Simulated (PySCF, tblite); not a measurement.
# N2H6, a complex of two parts: NMR shifts, interaction energy, infrared bands, spin-spin couplings and core binding energies

An exercise on one series of results from a longer session: the logs are not shown, and one member is left open.

Computed with tblite 0.8.0 and PySCF 2.14.0; each step states its level. No surroundings beyond the atoms listed, unless a continuum is named. Atoms count from 0, parts from 1.

### Starting point

8 atoms, charge 0, multiplicity 1; geometry: rigid parts in contact. Parts: 1 = atoms 0–3, `N`, charge 0; 2 = atoms 4–7, `N`, charge 0.

Set-up of the first run:

Job settings and geometry (Å):

```
{"job": {"kind": "dock", "xc": "GFN2-xTB", "basis": "xTB"}, "charge": 0, "multiplicity": 1, "parts": [{"atoms": "0-3", "charge": 0, "multiplicity": 1}, {"atoms": "4-7", "charge": 0, "multiplicity": 1}]}
N     -0.001460    -0.002050     0.274978
H      0.908990    -0.256064    -0.088393
H     -0.676225    -0.657397    -0.100097
H     -0.231306     0.915512    -0.086487
N     -0.679423     1.895080    -2.023238
H     -0.435329     2.664180    -2.635107
H     -0.949974     1.112278    -2.605899
H     -1.492361     2.174522    -1.488029
```

Method: GFN2-xTB search for minima from random contacts, gas phase.

Started as:

```bash
$ OMP_NUM_THREADS=1 python cluster_run.py task.json out
```

One launch serves the whole session: the jobs run in the order shown.

Among the steps run: Docking the parts with GFN2-xTB; Geometry optimisation at PBE0-D3(BJ)/def2-TZVPD; Shielding tensors: PBE0/pcSseg-2; Coupled-cluster interaction energy: CCSD(T) and MP2.

One table of the session follows, with a row left open; its other results are not shown here.

It belongs to the step «Coupled-cluster interaction energy: CCSD(T) and MP2». 

```
                 method  interaction energy (kcal/mol)
         HF/aug-cc-pVDZ                          -1.36
        MP2/aug-cc-pVDZ                          -2.57
       CCSD/aug-cc-pVDZ                          -2.30
    CCSD(T)/aug-cc-pVDZ                          -2.51
         HF/aug-cc-pVQZ                          -1.39
        MP2/aug-cc-pVQZ                          -3.00
    SCS-MP2/aug-cc-pVQZ                              ?
      MP2, extrapolated                          -3.07
CCSD(T), limit estimate                          -3.01
```

**Question.** Estimate the row for SCS-MP2/aug-cc-pVQZ.

As computed: interaction energy (kcal/mol): -2.55. In the column «interaction energy (kcal/mol)» it lies between MP2/aug-cc-pVDZ (-2.57) and CCSD(T)/aug-cc-pVDZ (-2.51).
